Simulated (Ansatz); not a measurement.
Mulliken charges of `[O]CF` radical from ωB97M-V/def2-TZVPP in Ansatz (PBE0-D4/def2-TZVP geometry).

```csv
atom,x (Å),y (Å),z (Å),charge (e)
O1,-1.123,0.203,0.610,-0.188
C2,-0.010,-0.012,-0.033,0.150
F3,1.106,-0.175,0.757,-0.220
H4,-0.113,-0.925,-0.655,0.129
H5,0.190,0.835,-0.720,0.129
```

**Question.** By hand: the dipole of these point charges (1 e Å = 4.8032 D).

**Answer.** Σ q r = (-0.024, -0.013, -0.464) e Å, of length 0.465 e Å = 2.23 D.

**Question.** How does the dipole of the full density compare? (Best estimate.)

**Answer.** The calculation gave: (0.008, -0.018, -0.442) e Å, 2.13 D; the point charges give 1.05 times that, at 4° from its direction.

Point charges leave out the atoms' own dipoles, such as those of lone pairs, and Mulliken's split depends on the basis, so the close match here is no proof of good charges.
